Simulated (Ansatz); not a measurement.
**C2H2O2S: up Jacob's ladder to CCSD(T)**

An exercise on one series of results from a longer session: the logs are not shown, and one member is left open.

The runs use Ansatz 0.2.0, Gaussian basis; functionals in def2-TZVPP, the program's frozen cores in correlated methods.

The runs, in order: LDA (SPW92), PBE-D4, revPBE-D4, BLYP-D4, r2SCAN-D4, B97M-V, PBE0-D4, B3LYP-D4, r2SCANh-D4, r2SCAN0-D4, HSE06-D4, BHLYP-D4, CAM-B3LYP-D4, LC-ωPBE, ωB97X-V, ωB97M-V, B2PLYP, PBE-QIDH; CCSD(T)/def2-SVP; CCSD(T)/def2-TZVPP; MP2/def2-QZVPP; extrapolation to the limit; RPA on PBE.

## The geometry

All runs share one geometry, relaxed beforehand with PBE0-D4 in a triple-zeta def2 set.

SMILES `S=C1OCO1`, 7 atoms, charge 0, spin multiplicity 1.

Atoms are counted from 1 here; the program's logs count them from 0.

Bond lengths: S1–C2 1.594 Å, C2–O3 1.359 Å, C2–O5 1.359 Å, O3–C4 1.424 Å, C4–O5 1.424 Å, C4–H6 1.091 Å, C4–H7 1.091 Å. Angles: S1–C2–O3 132.2°, S1–C2–O5 132.2°, O3–C2–O5 95.7°, C2–O3–C4 87.1°, O3–C4–O5 90.1°, O3–C4–H6 112.8°, O3–C4–H7 112.8°, O5–C4–H6 112.8°, O5–C4–H7 112.8°, H6–C4–H7 113.5°, C2–O5–C4 87.1°.

The first run:

Contents of in.yaml:

```yaml
crystal:
  periodic: [false, false, false]
  atoms:
    - {symbol: S, position_ang: [-1.141736, -2.363250, -0.009016]}
    - {symbol: C, position_ang: [-0.441891, -0.931585, -0.007506]}
    - {symbol: O, position_ang: [-0.829748, 0.273740, -0.500886]}
    - {symbol: C, position_ang: [0.400581, 0.791852, -0.005678]}
    - {symbol: O, position_ang: [0.747074, -0.498112, 0.487594]}
    - {symbol: H, position_ang: [1.065850, 1.133776, -0.799926]}
    - {symbol: H, position_ang: [0.261071, 1.525479, 0.789717]}
basis:
  gaussian: {orbitals: def2-TZVPP}
hamiltonian: {xc: lda}
output: {orbitals: {seedname: orbitals}}
```

Run with:

```bash
$ ansatz run in.yaml --threads 2 --pin off --events-out ev --progress --plain --max-ram 4352MiB
```

Steps of the session up to this table: LDA; PBE-D4 (GGA); revPBE-D4 (GGA); BLYP-D4 (GGA); r2SCAN-D4 (meta-GGA); B97M-V (meta-GGA); PBE0-D4 (hybrid); B3LYP-D4 (hybrid); r2SCANh-D4 (hybrid); r2SCAN0-D4 (hybrid); HSE06-D4 (hybrid); BHLYP-D4 (hybrid); CAM-B3LYP-D4 (range-separated); LC-ωPBE (range-separated); ωB97X-V (range-separated); ωB97M-V (range-separated); B2PLYP (double hybrid); PBE-QIDH (double hybrid).

One table of the session follows, with a row left open; its other results are not shown here.

It belongs to the step «Orbital energies across the functionals». 

| functional | HOMO (eV) | gap (eV) |
| --- | --- | --- |
| LDA (SPW92) | -6.18 | 4.00 |
| PBE-D4 | -6.02 | 4.06 |
| revPBE-D4 | -5.95 | 4.08 |
| BLYP-D4 | -5.84 | 3.99 |
| r2SCAN-D4 | -6.28 | 4.46 |
| B97M-V | -6.31 | 4.58 |
| PBE0-D4 | -7.23 | 6.17 |
| B3LYP-D4 | -6.98 | 5.68 |
| r2SCANh-D4 | -6.73 | 5.25 |
| r2SCAN0-D4 | -7.41 | 6.44 |
| HSE06-D4 | -6.83 | 5.39 |
| BHLYP-D4 | ? | ? |
| CAM-B3LYP-D4 | -8.55 | 8.61 |
| LC-ωPBE | -9.95 | 11.13 |
| ωB97X-V | -9.57 | 10.74 |
| ωB97M-V | -9.41 | 10.55 |

Estimate the missing values for BHLYP-D4.

Worked estimate for «HOMO (eV)». Against the share of exact exchange, BLYP-D4 (0, -5.84), B3LYP-D4 (0.2, -6.98) give a slope of -5.70 per unit share; at 0.5 the line stands at -8.69.

**Answer.** HOMO (eV): -8.30; gap (eV): 8.29. In «HOMO (eV)» the line misses by -0.39.
